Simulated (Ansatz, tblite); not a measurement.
**MgBr2: charged states by level of theory**

An exercise on one series of results from a longer session: the logs are not shown, and one member is left open.

Computed with Ansatz 0.2.0, Gaussian basis. Level: as each input shows.

Levels to be run: charge +1 doublet, at the geometry of the singlet (PBE0-D4/def2-TZVP, PBE-D4/def2-TZVP, r2SCAN-D4/def2-TZVP, CCSD(T)/def2-TZVPP); the starting singlet's energies come from earlier runs.

## The structure

The singlet was relaxed beforehand with r2SCAN-D4/def2-TZVP.

3 atoms, charge 0, spin multiplicity 1.

Atoms are counted from 1 here; the program's logs count them from 0.

Bond lengths: Mg1–Br2 2.322 Å, Mg1–Br3 2.322 Å. Angles: Br2–Mg1–Br3 178.9°.

Set-up of the first run:

Contents of in.yaml:

```yaml
crystal:
  periodic: [false, false, false]
  atoms:
    - {symbol: Mg, position_ang: [-0.012796, -0.007384, -0.000158]}
    - {symbol: Br, position_ang: [-0.010136, -0.016543, 2.322260]}
    - {symbol: Br, position_ang: [0.022932, 0.023927, -2.322101]}
basis:
  gaussian: {orbitals: def2-TZVP}
total_charge: 1
magnetization: {spin_polarized: true, initial_magnetization: 1}
hamiltonian: {xc: pbe0, dispersion: d4}
output: {orbitals: {seedname: orbitals}}
```

The run is started by

```
ansatz run in.yaml --threads 4 --pin off --events-out ev --progress --plain --max-ram 3916MiB
```

Among the steps run: Charge +1 doublet at the fixed geometry, PBE0-D4/def2-TZVP; Charge +1 doublet at the fixed geometry, PBE-D4/def2-TZVP; Charge +1 doublet at the fixed geometry, r2SCAN-D4/def2-TZVP; Charge +1 doublet at the fixed geometry, CCSD(T)/def2-TZVPP.

One of the session's tables, all rows but one given; the rest of the session is left out.

It belongs to the step «Vertical ionisation energy». 

| method | vertical ionisation energy (eV) |
| --- | --- |
| HF/def2-TZVPP | 10.03 |
| PBE-D4/def2-TZVP | 10.02 |
| r2SCAN-D4/def2-TZVP | 10.27 |
| PBE0-D4/def2-TZVP | 10.45 |
| MP2/def2-TZVPP | ? |
| CCSD/def2-TZVPP | 10.90 |
| CCSD(T)/def2-TZVPP | 10.94 |

Q: Estimate the row for MP2/def2-TZVPP from the others.

The run gave: vertical ionisation energy (eV): 11.05. In the column «vertical ionisation energy (eV)» it is the highest.
